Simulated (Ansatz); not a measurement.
fcc Sr was calculated with r²SCAN (Ansatz, a quantum-chemistry and plane-wave program, PAW).

A relaxed, unreconstructed slab of the (100) face has 4 atoms, two equal faces of 18.631 Å² each and an energy of -14219.5970 eV. A bulk cell of 2 atoms with the same orientation and in-plane k mesh has -7110.2301 eV. Energies are extrapolated to zero smearing.

Run with plane-wave cutoff 500 eV, 14×14×1 k mesh (along the axes of the cell as run), Fermi–Dirac smearing 0.1 eV, scalar-relativistic PAW data made under PBE.

Worked out: γ = (E_slab − N E_bulk per atom)/2A = [-14219.5970 − 4 × (-7110.2301/2)]/(2 × 18.631) = 0.0232 eV/Å². With 16.022 J/m² per eV/Å² this is 0.37 J/m², or 0.43 eV per surface cell and face.
